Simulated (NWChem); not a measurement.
# Correlation energy of propene (C$_{3}$H$_{6}$)

```
C
C 1 1.3339
H 2 1.0932 1 121.53
H 2 1.0953 3 116.99 1 180.00
H 1 1.0980 2 118.42 3 0.00
C 1 1.4929 5 116.03 2 180.00
H 6 1.1001 1 111.77 5 180.00
H 6 1.1031 7 108.13 1 -122.62
H 6 1.1031 7 108.13 8 -114.77
```
Charge 0, spin multiplicity 1.

Program: NWChem. The geometry was optimised at PBE0/def2-SVP, a minimum by its harmonic frequencies.

Basis set: def2-SVP. Each correlation energy counts from its own Hartree-Fock reference.

```
method        correlation energy (mHa)  difference from CCSD(T)
------------  ------------------------  -----------------------
MP2                             -417.7                    +56.7
SCS-MP2                         -421.1                    +53.3
CR-CCSD[T]                      -471.3                     +3.1
CR-CCSD(T)                      -471.0                     +3.4
CCSD                            -459.5                    +14.9
CCSD+T(CCSD)                    -474.8                     -0.4
CCSD(T)                         -474.4                      0.0
```

The values span 57.1 mHa, from CCSD+T(CCSD) (lowest) to MP2 (highest). 

The correlated methods keep 3 core orbitals frozen. Differences from the coupled-cluster row are differences between methods, not errors against experiment.
